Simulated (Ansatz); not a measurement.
**Si₂H₄O (SMILES O=[SiH][SiH3]): single points off equilibrium**

The task here is to estimate one member of a computed series from the others.

Computed with Ansatz 0.2.0, Gaussian basis. Level: single points in def2-TZVPP.

Cores are frozen in the correlated methods. B3LYP uses VWN-RPA correlation.

### The starting structure

7 atoms, charge 0, spin multiplicity 1.

Atoms are counted from 1 here; the program's logs count them from 0.

Bond lengths: O1–Si2 1.585 Å, Si2–Si3 2.249 Å, Si2–H4 1.627 Å, Si3–H5 1.479 Å, Si3–H6 1.461 Å, Si3–H7 1.649 Å. Angles: O1–Si2–Si3 129.9°, O1–Si2–H4 117.4°, Si3–Si2–H4 112.7°, Si2–Si3–H5 116.6°, Si2–Si3–H6 112.9°, Si2–Si3–H7 107.2°, H5–Si3–H6 110.1°, H5–Si3–H7 103.3°, H6–Si3–H7 105.6°.

As a file:

```csv
atom,x (Å),y (Å),z (Å)
O1,-0.91610,-1.97380,1.41650
Si2,-0.68690,-1.05040,0.14890
Si3,0.50480,0.84620,-0.05790
H4,-1.33690,-1.53880,-1.26030
H5,0.64010,1.39640,-1.42430
H6,0.07180,1.89290,0.86500
H7,2.05930,0.49560,0.36610
```

The first run:

run/in.yaml reads:

```yaml
crystal:
  periodic: [false, false, false]
  atoms:
    - {symbol: O, position_ang: [-0.916100, -1.973800, 1.416500]}
    - {symbol: Si, position_ang: [-0.686900, -1.050400, 0.148900]}
    - {symbol: Si, position_ang: [0.504800, 0.846200, -0.057900]}
    - {symbol: H, position_ang: [-1.336900, -1.538800, -1.260300]}
    - {symbol: H, position_ang: [0.640100, 1.396400, -1.424300]}
    - {symbol: H, position_ang: [0.071800, 1.892900, 0.865000]}
    - {symbol: H, position_ang: [2.059300, 0.495600, 0.366100]}
basis:
  gaussian: {orbitals: def2-TZVPP}
correlation: {method: ccsd_t}
output: {forces: true}
```

No record of the launch command was kept for these runs.

Among the steps run: CCSD(T)/def2-TZVPP; PBE0-D4/def2-TZVPP; wB97M-V/def2-TZVPP; r2SCAN-D4/def2-TZVPP; PBE-D4/def2-TZVPP; SPW92/def2-TZVPP; B3LYP-D4/def2-TZVPP.

One table of the session follows, with a row left open; its other results are not shown here.

| method | RMS force component (eV/Å) | angle to CCSD(T) forces (°) | dipole (D) |
| --- | --- | --- | --- |
| CCSD(T) | 1.391 | reference | 3.92 |
| PBE0-D4 | ? | ? | ? |
| wB97M-V | 1.513 | 6.9 | 4.25 |
| r2SCAN-D4 | 1.369 | 4.7 | 3.98 |
| PBE-D4 | 1.201 | 5.2 | 3.82 |
| SPW92 | 1.244 | 9.1 | 3.96 |
| B3LYP-D4 | 1.429 | 5.0 | 4.15 |

Q: Estimate the row for PBE0-D4 from the others.

**Answer.** RMS force component (eV/Å): 1.458; angle to CCSD(T) forces (°): 7.6; dipole (D): 4.17. In the column «RMS force component (eV/Å)» it lies between B3LYP-D4 (1.429) and wB97M-V (1.513).
